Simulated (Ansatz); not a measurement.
Reaction (homolysis of the H–Si bond): `C#C[SiH3]` → H• + `C#C[SiH2]`•

Calculated with Ansatz (gas phase, PBE0-D4/def2-TZVP geometries, no zero-point term in ΔE). CBS: MP2 limit from def2 TZ/QZ plus the TZ coupled-cluster correction, frozen cores. This one scheme is used for every species, atoms too. Functionals use def2-TZVPP. B3LYP here is the variant with VWN-RPA as its local correlation; programs differ in this. HSE06 is defined as in plane-wave codes. No spin–orbit coupling; open shells (•) take unrestricted orbitals.

Question: What is ΔE at CCSD(T)/CBS? (An estimate is asked.)

Answer: Ansatz gave: +96.7 kcal/mol.

Question: What do these levels give: ωB97M-V, PBE, revPBE, B3LYP, r2SCAN0, HSE06, LC-ωPBE, CCSD(T)/def2-SVP, HF/def2-TZVPP, MP2/def2-QZVPP, MP2/CBS(def2), CCSD/CBS(def2)? (An estimate is asked.)

Answer: Computed: ωB97M-V 96.1, PBE 88.7, revPBE 87.5, B3LYP 93.4, r2SCAN0 90.8, HSE06 90.1, LC-ωPBE 91.5, CCSD(T)/def2-SVP 91.6, HF/def2-TZVPP 75.6, MP2/def2-QZVPP 97.6, MP2/CBS(def2) 98.4, CCSD/CBS(def2) 96.6 kcal/mol.

Largest T1 diagnostic among the species: 0.030.

Leaving LDA and LC-ωPBE aside and taking each functional with its dispersion term where it has one, the values, not all of them listed here, spread over 8.1 kcal/mol, from revPBE-D4 to ωB97M-V. LDA lies +8.9 kcal/mol from PBE without D4, its usual overbinding. From PBE to PBE0 (25 % exact exchange), in def2-TZVPP and without D4, ΔE moves by +1.4 kcal/mol.
